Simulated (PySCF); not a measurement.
Consider allene, `C=C=C` (C3H4). Numbering: `[CH2:1]=[C:2]=[CH2:3]`

These are calculated values, ωB97X-D3(BJ)/ma-def2-TZVP in PySCF (grid level 2) at geometries from PBE0-D3(BJ)/def2-SVP. The prefix ma- adds one diffuse s and one diffuse p function on all atoms but H. Thermal corrections: PBE0-D3(BJ)/def2-SVP frequencies, unscaled, ideal gas at 298.15 K and 1 bar, quasi-RRHO entropy.

Question: What are the vertical and the adiabatic ionisation energy for forming the radical cation?

Answer: 10.13 eV vertical and 9.51 eV adiabatic, the latter with zero-point energy.

Question: Where does the unpaired spin of the relaxed radical cation sit?

Answer: C1 (alkene carbon) 0.38, C3 (alkene carbon) 0.38, C2 (alkene carbon) 0.20 (intrinsic atomic orbital populations).

Question: What oxidation potential follows in THF (IEF-PCM), given that Fc+/Fc comes at 4.74 V absolute with this functional and basis?

Answer: In the gas phase ΔG of oxidation is 9.486 eV, and solvation is -7.3 kJ/mol for the parent and -232.1 kJ/mol for the product, so the absolute potential is 7.16 V, or 2.41 V against Fc+/Fc. Fc+/Fc in THF, 4.74 V, is ωB97X-D3(BJ)/ma-def2-TZVP on PBE0-D3(BJ)/def2-SVP structures with GFN2-xTB thermal terms. Benchmark calculations put it near 5.0 V in acetonitrile and DMSO, so it is about 0.3 V low, and the value against it can read up to that much too high. The solvent is electrostatics only, on gas-phase structures; the absolute scale refers to an electron at rest in vacuum.

Question: How far is −ε(HOMO) from the vertical value by ΔSCF?

Answer: −ε(HOMO) = 10.15 eV, which is 0.02 eV above the ΔSCF value.

Differences come from unrounded values, so a last digit can differ from that of the printed terms.
